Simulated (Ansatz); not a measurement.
Input for Ansatz (development build ahead of 0.2.0):

```yaml
crystal:
  periodic: [false, false, false]
  atoms:
    - { symbol: H, position_ang: [0.0, 0.5813, -0.91713] }
    - { symbol: O, position_ang: [0.0, -0.39422, -0.9026] }
    - { symbol: O, position_ang: [0.0, -0.62609, 0.58359] }
    - { symbol: O, position_ang: [0.0, 0.43901, 1.23614] }
basis:
  gaussian: { orbitals: pcseg-2 }
magnetization:
  spin_polarized: true
  initial_magnetization: 1
hamiltonian:
  xc: hf
```

The input is written out in the form of the current development build from the run's settings.

Results

| Property | Result |
| --- | --- |
| Converged | yes |
| Total energy | -225.02614 hartree |
| Spin squared of the determinant | 0.945 |
| Stability test | minimum |

Caution: the unrestricted determinant is spin contaminated.
